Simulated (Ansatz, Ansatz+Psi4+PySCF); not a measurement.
```yaml
atoms:
  - { symbol: B, position_ang: [1.2648, -0.4414, -0.2119] }
  - { symbol: N, position_ang: [0.3000, 0.3000, 0.3000] }
  - { symbol: B, position_ang: [-0.6648, 1.0414, 0.8118] }
```

Basis set: cc-pVTZ (spherical functions). Correlated methods keep 3 orbitals frozen. Correlation on ROHF uses semicanonical orbitals with singles. Charge 0, multiplicity 2.

Computed with Ansatz (development build ahead of 0.2.0); each method stands on the lowest determinant of its kind that the runs found.

Q: Give the atomization energy at this shape (free ground-state atoms in the same class of orbitals less the molecule, no zero-point energy) of doublet B₂N by UHF-CCSD(T), UHF-CCSD, ROHF-MP2, ROHF, UHF.

A:

| method | atomization energy |
| --- | --- |
| UHF-CCSD(T) | 1012.8 kJ/mol |
| UHF-CCSD | 968.4 kJ/mol |
| ROHF-MP2 | 1069.5 kJ/mol |
| ROHF | 734.3 kJ/mol |
| UHF | 712.8 kJ/mol |

Caution: the determinant breaks the point group. Caution for UHF-CCSD(T), ROHF-MP2: another reference gives a lower total. Caution for UHF-CCSD(T), UHF-CCSD: large amplitudes, a single reference is doubtful.
